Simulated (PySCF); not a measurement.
Structure from 2D NMR

Compound of formula C₃H₄O₃. Correlations simulated from computed shifts and couplings:

HSQC (one-bond C–H):
```csv
δH,δC,"1J(C,H) (Hz)"
4.12,64.3,157
```

HMBC (two and three bonds, |J| ≥ 2.5 Hz):
```csv
δH,δC [abs. J in Hz]
4.12,156.9 [3.8]
```

Carbons without hydrogens: δ 156.9.

[PySCF 2.14.0 with density-fitted response routines: J couplings at B3LYP/pcJ-1 (without the spin–dipole term); shieldings: GIAO PBE0/pcSseg-1; coordinates at the PBE0-D3(BJ)/def2-SVP level; averaged over atoms made equivalent by symmetry, fast rotation or ring inversion; a single conformation; relativity neglected; in vacuum]

Scale: 1H and 13C vs TMS (reference shieldings calculated alike).

Exchangeable hydrogens are left out of these lists, and C,H couplings along chains are those of one rotamer, so weak HMBC peaks may be missing or extra.

Which molecule is this?

Results:

ethylene carbonate.

Numbering as in the mapped SMILES `[O:1]=[C:2]1[O:3][CH2:4][CH2:5][O:6]1` (H(Xn): hydrogen on atom n).

δC 156.9 is C2, a carbonate carbon. δC 64.3 is C4/C5, an sp3 CH2 bonded to O (δH 4.12). HMBC from δH 4.12 reaches the proton-free carbon C2.

The shifts were computed for this structure.

Shifts are as computed. Against solution values, carbons near 30 ppm lie about +2 ppm off and those near 130 ppm about +5 ppm. Of 1211 compounds with measured shifts, 218 miss one by over three times the rms of a fit or turn the order of signals round; such compounds aren't used in these exercises.
